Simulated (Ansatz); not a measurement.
C2H5F (SMILES F.C=C), closed shell: a relaxation.

The input file, in.yaml:

```yaml
crystal:
  periodic: [false, false, false]
  atoms:
    - {symbol: F, position_ang: [-0.631807, -0.766427, -2.046226]}
    - {symbol: H, position_ang: [-0.661063, -0.203077, -1.291911]}
    - {symbol: C, position_ang: [-0.227092, -0.250743, 0.850247]}
    - {symbol: C, position_ang: [0.658410, 0.576204, 0.266270]}
    - {symbol: H, position_ang: [-0.311334, -1.306425, 0.544127]}
    - {symbol: H, position_ang: [-0.902124, 0.092984, 1.651083]}
    - {symbol: H, position_ang: [0.748217, 1.634105, 0.562757]}
    - {symbol: H, position_ang: [1.326793, 0.223378, -0.536247]}
basis:
  gaussian: {orbitals: def2-TZVP}
hamiltonian: {xc: pbe0, dispersion: d4}
relax: {f_tol: 0.005, max_steps: 200}
```

Launched with

```bash
ansatz run in.yaml --threads 2 --pin off --events-out ev --progress --plain --max-ram 5222MiB
```

Output of Ansatz 0.2.0:

```
Functional definition: PBE0
  name "PBE0"
  cite "Adamo & Barone, J. Chem. Phys. 110, 6158 (1999) doi:10.1063/1.478522"
  cite "Perdew, Burke & Ernzerhof, Phys. Rev. Lett. 77, 3865 (1996) doi:10.1103/PhysRevLett.77.3865"
  parent pbe
  parameter a = 0.25
  parameter kappa = 0.804
  parameter beta = 0.06672455060314922
  exchange = (1 - a)*pbe_x(kappa = kappa, mu = beta*pi^2/3) + a*exact_x
  correlation = pbe_c(beta = beta)
736 factors; their error is unknown
mean field evaluation 1: about -4863.0850 eV, gradient 5.1e1 eV
mean field evaluation 2: about -4861.7457 eV, gradient 5.9e1 eV
mean field evaluation 4: about -4868.3505 eV, gradient 2.3e0 eV
mean field evaluation 8: about -4868.3617 eV, gradient 1.4e-2 eV
mean field evaluation 16: about -4868.3643 eV, gradient 2.6e-5 eV
mean field -4868.36434633 eV, -178.9090898319 hartree, gradient 2.6e-5 eV, S^2 0.000000; 0 other end points of the search recorded, 0 dependent functions left out
the calculation of the forces begins
reference -4868.36436852 eV, -178.9090906472 hartree; 13, 13 occupied and 110, 110 virtual orbitals, 736 factors
relax step   1: F+E_penalty+E_count = -4868.43068624 eV  Δ(F+E_penalty+E_count) = +0.000e0 eV  max|allowed force component| = 5.917e-1 eV/Å  Δτ_max = 0.0000 Å  (26 SCF iters, accepted)
relax step   2: F+E_penalty+E_count = -4868.45533245 eV  Δ(F+E_penalty+E_count) = -2.465e-2 eV  max|allowed force component| = 1.496e0 eV/Å  Δτ_max = 0.1940 Å  (29 SCF iters, accepted)
relax step   3: F+E_penalty+E_count = -4868.47478288 eV  Δ(F+E_penalty+E_count) = -1.945e-2 eV  max|allowed force component| = 9.336e-1 eV/Å  Δτ_max = 0.1991 Å  (34 SCF iters, accepted)
relax step   4: F+E_penalty+E_count = -4868.50067377 eV  Δ(F+E_penalty+E_count) = -2.589e-2 eV  max|allowed force component| = 4.895e-1 eV/Å  Δτ_max = 0.1518 Å  (29 SCF iters, accepted)
relax step   5: F+E_penalty+E_count = -4868.52036841 eV  Δ(F+E_penalty+E_count) = -1.969e-2 eV  max|allowed force component| = 2.193e-1 eV/Å  Δτ_max = 0.1565 Å  (28 SCF iters, accepted)
relax step   6: F+E_penalty+E_count = -4868.52752465 eV  Δ(F+E_penalty+E_count) = -7.156e-3 eV  max|allowed force component| = 4.353e-2 eV/Å  Δτ_max = 0.0967 Å  (29 SCF iters, accepted)
relax step   7: F+E_penalty+E_count = -4868.52707513 eV  Δ(F+E_penalty+E_count) = +4.495e-4 eV  max|allowed force component| = 2.936e-1 eV/Å  Δτ_max = 0.0798 Å  (29 SCF iters, rejected (line search))
relax step   8: F+E_penalty+E_count = -4868.52740831 eV  Δ(F+E_penalty+E_count) = +1.163e-4 eV  max|allowed force component| = 4.920e-2 eV/Å  Δτ_max = 0.0398 Å  (29 SCF iters, rejected (line search))
relax step   9: F+E_penalty+E_count = -4868.52847337 eV  Δ(F+E_penalty+E_count) = -9.487e-4 eV  max|allowed force component| = 1.295e-2 eV/Å  Δτ_max = 0.0194 Å  (30 SCF iters, accepted)
relax step  10: F+E_penalty+E_count = -4868.52909892 eV  Δ(F+E_penalty+E_count) = -6.256e-4 eV  max|allowed force component| = 6.615e-2 eV/Å  Δτ_max = 0.0518 Å  (29 SCF iters, accepted)
relax step  11: F+E_penalty+E_count = -4868.52945197 eV  Δ(F+E_penalty+E_count) = -3.530e-4 eV  max|allowed force component| = 2.616e-2 eV/Å  Δτ_max = 0.0126 Å  (29 SCF iters, accepted)
relax step  12: F+E_penalty+E_count = -4868.52955398 eV  Δ(F+E_penalty+E_count) = -1.020e-4 eV  max|allowed force component| = 9.238e-4 eV/Å  Δτ_max = 0.0085 Å  (30 SCF iters, accepted)
relax step  13: F+E_penalty+E_count = -4868.52957239 eV  Δ(F+E_penalty+E_count) = -1.841e-5 eV  max|allowed force component| = 3.187e-3 eV/Å  Δτ_max = 0.0083 Å  (30 SCF iters, accepted)
Total energy: -4868.52959322 eV, -178.9151625429 hartree
Atom 0 at    -1.059118    -0.356136    -2.111594 Å, force     0.001542     0.001121     0.003187 eV/Å
Atom 1 at    -0.646526    -0.215140    -1.287241 Å, force    -0.001477    -0.001212    -0.002652 eV/Å
Atom 2 at    -0.154037    -0.313250     0.851919 Å, force    -0.001000    -0.000852    -0.000056 eV/Å
Atom 3 at     0.720047     0.502878     0.276063 Å, force     0.000493     0.000468    -0.001809 eV/Å
Atom 4 at     0.033825    -1.378106     0.938507 Å, force     0.000524    -0.000650     0.000399 eV/Å
Atom 5 at    -1.087025     0.053519     1.266301 Å, force    -0.000564     0.000678     0.000122 eV/Å
Atom 6 at     0.536001     1.568977     0.196874 Å, force    -0.000199     0.000614     0.000613 eV/Å
Atom 7 at     1.656831     0.137256    -0.130729 Å, force     0.000680    -0.000167     0.000196 eV/Å
Dipole moment:     0.250467     0.084846     0.499934 e Å

[the SCF lines of later steps are left out]
```

The run took about 32 s on 2 CPU threads (shared host).
